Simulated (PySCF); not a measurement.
## NON, singlet: computed properties

Computed with PBE0/[N def2-TZVP, O def2-TZVP], no relativity, density fitting, PySCF.

The structure is a minimum.

```
Point group                                                                   : C∞v
Bond lengths                                                                  : N–N 1.118 Å, N–O 1.174 Å
Bond angles                                                                   : N–N–O 180.0°
Atomisation energy without zero-point energy                                  : 1153 kJ/mol
Dipole moment                                                                 : 0.02 D
Zero-point energy                                                             : 30.3 kJ/mol
Entropy at 298.15 K and 1 bar                                                 : 219.1 J/(mol K)
Rotational constants                                                          : 0.4284 cm⁻¹
Rotational symmetry number                                                    : 1
Enthalpy at 298.15 K above 0 K                                                : 9.43 kJ/mol
Heat capacity Cp at 298.15 K                                                  : 37.5 J/(mol K)
Principal polarisabilities                                                    : 10.1, 10.1, 30.3 bohr³
Principal quadrupole moments (Buckingham, traceless) about the centre of mass : -3.90, 1.95, 1.95 D Å
Lowest empty level                                                            : -0.18 eV
Highest occupied level                                                        : -9.82 eV
```

Harmonic modes (masses in u: N 14.003, O 15.995):
```csv
symmetry,ω (cm⁻¹),"IR (km/mol, summed over degenerate members)",μ (u),type
π,641,13.4,14.25,bend
σ+,1378,67.5,15.10,stretch
σ+,2410,408,14.10,stretch
```

In C∞v the vibrations span π + 2σ+.

Charges (e):
```csv
atom,Mulliken,Löwdin,polar tensor,Mayer order to N1
N1,0.37,-0.02,0.88,–
O2,-0.28,0.02,-0.55,1.72
N3,-0.09,-0.01,-0.33,2.24
```
Other Mayer orders above 0.3: O–N 0.42.

Mulliken populations on N1: s 3.20, p 3.23, d 0.18, f 0.01.

Other isomers or separated fragments may lie lower.

The final relaxation and frequency run took 12 s on 2 threads of a shared Arm Neoverse V2 host, with 93 basis functions and 11 gradients; the process peaked at 0.83 GiB.
